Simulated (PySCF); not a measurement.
HN2, SMILES N#[NH+], charge +1.

The structure is a stationary point at B3LYP-D3(BJ)/def2-TZVPD. The isomer is the one that the SMILES or the coordinates give; other isomers of the formula were not compared.

All values below come from TDDFT-B3LYP/def2-TZVPD in PySCF.

Vertical excitations; the highest root listed may be one member of a degenerate set. Isolated molecule, no solvent. State labels are in the subgroup C2v.

| state | symmetry | energy (eV) | λ (nm) | f | main pairs |
|---|---|---|---|---|---|
| S1 | A2 | 9.52 | 130 | 0.000 | HOMO−2→LUMO+1 50 %, HOMO−1→LUMO 50 % |
| S2 | A2 | 9.92 | 125 | 0.000 | HOMO−1→LUMO, HOMO−2→LUMO+1 (degenerate set) |
| S3 | A1 | 9.92 | 125 | 0.000 | HOMO−1→LUMO+1, HOMO−2→LUMO (degenerate set) |
| S4 | B2 | 10.20 | 122 | 0.031 | HOMO→LUMO+1 (degenerate set) |
| S5 | B1 | 10.20 | 122 | 0.031 | HOMO→LUMO (degenerate set) |
| S6 | A1 | 13.52 | 92 | 0.002 | HOMO→LUMO+2 90 % |
| S7 | B1 | 14.02 | 88 | 0.001 | HOMO−2→LUMO+2 (degenerate set) |
| S8 | B2 | 14.02 | 88 | 0.001 | HOMO−1→LUMO+2 (degenerate set) |
| S9 | A1 | 15.55 | 80 | 0.785 | HOMO−2→LUMO 33 %, HOMO−1→LUMO+1 33 %, HOMO→LUMO+3 20 %, HOMO→LUMO+2 7 % |
| S10 | A1 | 16.22 | 76 | 0.128 | HOMO→LUMO+3 79 % |
| T1 | A1 | 7.62 | 163 | 0 | HOMO−1→LUMO+1 49 %, HOMO−2→LUMO 49 % |
| T2 | B2 | 7.84 | 158 | 0 | HOMO→LUMO+1 (degenerate set) |
| T3 | B1 | 7.84 | 158 | 0 | HOMO→LUMO (degenerate set) |
| T4 | A2 | 8.35 | 148 | 0 | HOMO−2→LUMO+1 50 %, HOMO−1→LUMO 50 % |
Triplets are in the Tamm–Dancoff approximation, which puts them higher than full response would, so one can lie above its singlet here.
